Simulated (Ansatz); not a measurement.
```yaml
crystal:
  periodic: [false, false, false]
  atoms:
    - {symbol: Al, position_ang: [0.000000, -0.000000, -0.025687]}
    - {symbol: H, position_ang: [-0.000000, 0.000000, 1.639157]}
basis:
  gaussian: {orbitals: def2-SVPD}
magnetization: {spin_polarized: true, initial_magnetization: 1}
hamiltonian: {xc: {name: CAM-B3LYP}}
output: {forces: true}
```

```sh
$ ansatz run in.yaml --threads 2 --pin off --events-out ev --progress --plain --max-ram 20480MiB --backend cpu
```

Output, abridged:

```
Error: a molecule whose nuclei and cores have a total charge of 14 cannot have a net charge of 0 together with 1 unpaired electrons
```

Something in this input is off. What?

The number of unpaired electrons doesn't fit the electron count. The program refused the input.
